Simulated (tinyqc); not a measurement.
Worked calculation: G0W0 on RHF in the sto-3g basis, for H2O, spin multiplicity 1. One step of it, computed by the program tinyqc.

Question. G0W0 on Hartree-Fock: LUMO. W(p,q,m) = sqrt2 sum_ia (pq|ia) (X+Y)_ia,m; Sigma_c(x) = sum_(i,m) W^2/(x - e_i + w_m) + sum_(a,m) W^2/(x - e_a - w_m); solve x = e_p + Sigma_c(x) by Newton steps; Z = 1/(1 - dSigma/dx); 1 hartree = 27.211386 eV.

orbital energies (hartree): MO1 -20.254711, MO2 -1.225135, MO3 -0.570117, MO4 -0.440592, MO5 -0.387252, MO6 0.514722, MO7 0.636054

Two-electron integrals over orbitals (pq|rs), unique and non-zero (hartree):
```
(11|11) 4.746015    (21|11) -0.424370   (21|21) 0.060067    (22|11) 1.013352
(22|21) -0.014476   (22|22) 0.723320    (31|31) 0.010647    (32|31) 0.017027
(32|32) 0.135591    (33|11) 0.773185    (33|21) -0.004567   (33|22) 0.624620
(33|33) 0.606281    (41|11) 0.172102    (41|21) -0.022120   (41|22) 0.013627
(41|33) 0.005849    (41|41) 0.025549    (42|11) -0.142017   (42|21) 0.008468
(42|22) -0.014551   (42|33) 0.005199    (42|41) 0.018706    (42|42) 0.128701
(43|31) -0.002790   (43|32) 0.025847    (43|43) 0.052290    (44|11) 0.960153
(44|21) -0.012057   (44|22) 0.667540    (44|33) 0.576825    (44|41) -0.009729
(44|42) -0.099343   (44|44) 0.732439    (51|51) 0.025991    (52|51) 0.032942
(52|52) 0.148160    (53|53) 0.027098    (54|51) -0.012477   (54|52) -0.045204
(54|54) 0.051154    (55|11) 1.115350    (55|21) -0.011974   (55|22) 0.751264
(55|33) 0.610269    (55|41) 0.004822    (55|42) -0.076603   (55|44) 0.705820
(55|55) 0.880159    (61|11) -0.212483   (61|21) 0.032149    (61|22) -0.001708
(61|33) 0.000459    (61|41) 0.001658    (61|42) 0.020658    (61|44) -0.017002
(61|55) -0.005689   (61|61) 0.027703    (62|11) 0.282203    (62|21) -0.006334
(62|22) 0.135850    (62|33) 0.069035    (62|41) 0.018483    (62|42) 0.027661
(62|44) 0.072401    (62|55) 0.148031    (62|61) 0.008785    (62|62) 0.097187
(63|31) 0.002758    (63|32) -0.039094   (63|43) -0.034960   (63|63) 0.074328
(64|11) 0.251536    (64|21) -0.003077   (64|22) 0.114928    (64|33) 0.046394
(64|41) 0.001597    (64|42) -0.042451   (64|44) 0.129679    (64|55) 0.137430
(64|61) -0.001275   (64|62) 0.061291    (64|64) 0.086357    (65|51) 0.014084
(65|52) 0.054329    (65|54) 0.002958    (65|65) 0.035811    (66|11) 0.787163
(66|21) -0.007280   (66|22) 0.599566    (66|33) 0.556532    (66|41) 0.019057
(66|42) 0.052158    (66|44) 0.545389    (66|55) 0.580888    (66|61) 0.008714
(66|62) 0.093558    (66|64) 0.049506    (66|66) 0.586777    (71|31) 0.014631
(71|32) 0.022156    (71|43) -0.003932   (71|63) 0.003264    (71|71) 0.020144
(72|31) 0.014474    (72|32) 0.049745    (72|43) -0.031785   (72|63) 0.031970
(72|71) 0.018948    (72|72) 0.066030    (73|11) 0.367609    (73|21) -0.007130
(73|22) 0.155112    (73|33) 0.088987    (73|41) -0.000411   (73|42) -0.077254
(73|44) 0.149735    (73|55) 0.198202    (73|61) -0.006118   (73|62) 0.071837
(73|64) 0.092842    (73|66) 0.041926    (73|73) 0.156906    (74|31) -0.008692
(74|32) -0.074417   (74|43) -0.007827   (74|63) 0.051269    (74|71) -0.011880
(74|72) -0.017212   (74|74) 0.070117    (75|53) 0.023857    (75|75) 0.024917
(76|31) 0.008153    (76|32) 0.091038    (76|43) 0.057426    (76|63) -0.066573
(76|71) 0.010843    (76|72) -0.005980   (76|74) -0.059592   (76|76) 0.113921
(77|11) 0.850043    (77|21) -0.009088   (77|22) 0.613902    (77|33) 0.591852
(77|41) 0.003870    (77|42) -0.017511   (77|44) 0.589941    (77|55) 0.615159
(77|61) -0.004207   (77|62) 0.064194    (77|64) 0.048119    (77|66) 0.555321
(77|73) 0.095532    (77|77) 0.604606
```

excitation energies w (hartree): 0.970959  1.043801  1.071983  1.115223  1.304115  1.480748  1.968676  1.992754  20.824769  20.931029

X + Y:
```
            1          2         3          4          5          6          7          8
1>6  0.000000  -0.000032  0.000000   0.000000   0.000000   0.001588  -0.001234   0.000000
1>7  0.000000   0.000000  0.000000   0.001709   0.001127   0.000000   0.000000  -0.003601
2>6  0.000000  -0.083682  0.000000   0.000000   0.000000  -0.334851   0.892033   0.000000
2>7  0.000000   0.000000  0.000000   0.092737  -0.034782   0.000000   0.000000   0.963521
3>6  0.000000   0.000000  0.000000  -0.672638   0.663951   0.000000   0.000000   0.051916
3>7  0.000000  -0.335997  0.000000   0.000000   0.000000   0.820688   0.215004   0.000000
4>6  0.000000   0.906624  0.000000   0.000000   0.000000   0.223922   0.108317   0.000000
4>7  0.000000   0.000000  0.000000   0.715128   0.622395   0.000000   0.000000  -0.023816
5>6  0.963822   0.000000  0.000000   0.000000   0.000000   0.000000   0.000000   0.000000
5>7  0.000000   0.000000  0.977033   0.000000   0.000000   0.000000   0.000000   0.000000

             9         10
1>6   0.998670   0.000000
1>7   0.000000   0.999037
2>6   0.000142   0.000000
2>7   0.000000   0.000325
3>6   0.000000   0.000032
3>7  -0.000068   0.000000
4>6  -0.000011   0.000000
4>7   0.000000  -0.000117
5>6   0.000000   0.000000
5>7   0.000000   0.000000
```

Give: The 12 largest terms at x = e_p; Newton steps; quasiparticle energy of the LUMO; Hartree-Fock value.

Answer.

The 12 largest terms at x = e_p (hartree; W for the signs of X + Y given):
```
q  m        W      term
6  7   0.1383   -0.0097
7  5  -0.1147   -0.0092
2  7   0.1538    0.0064
3  5   0.1134    0.0054
4  7   0.1188    0.0048
4  6   0.1061    0.0046
4  2   0.0594    0.0018
5  1   0.0488    0.0013
6  2   0.0325   -0.0010
2  6   0.0568    0.0010
3  8   0.0473    0.0007
2  2   0.0329  3.90e-04
```

Newton steps (hartree):
```
step       x  Sigma_c(x)       Z
0     0.5147      0.0062  0.9781
1     0.5208      0.0061  0.9780
2     0.5208      0.0061  0.9780
```

quasiparticle energy of the LUMO = 14.1713 eV

Hartree-Fock value = 14.0063 eV
